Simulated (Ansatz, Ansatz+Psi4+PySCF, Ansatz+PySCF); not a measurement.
```xyz
7

C     0.1115    0.5172   -0.1035
C    -1.1933   -0.1711    0.0097
H     0.2968    1.5284    0.2430
H    -1.3595   -0.5948    1.0348
H    -2.0063    0.5276   -0.2003
H    -1.2584   -1.0034   -0.6983
F     1.2029   -0.2794    0.0152
```

Basis set: cc-pVTZ (spherical functions). Correlated methods keep 3 orbitals frozen. Correlation on ROHF uses semicanonical orbitals with singles. Charge 0, multiplicity 2.

Computed with Ansatz (development build ahead of 0.2.0); each method stands on the lowest determinant of its kind that the runs found.

The atomization energy at this shape (free ground-state atoms in the same class of orbitals less the molecule, no zero-point energy) of doublet C₂H₄F:

```csv
method,atomization energy
ROHF-MP2,26.32 eV
UHF,19.87 eV
```

Question: What does ROHF give?

Answer: 20.14 eV.
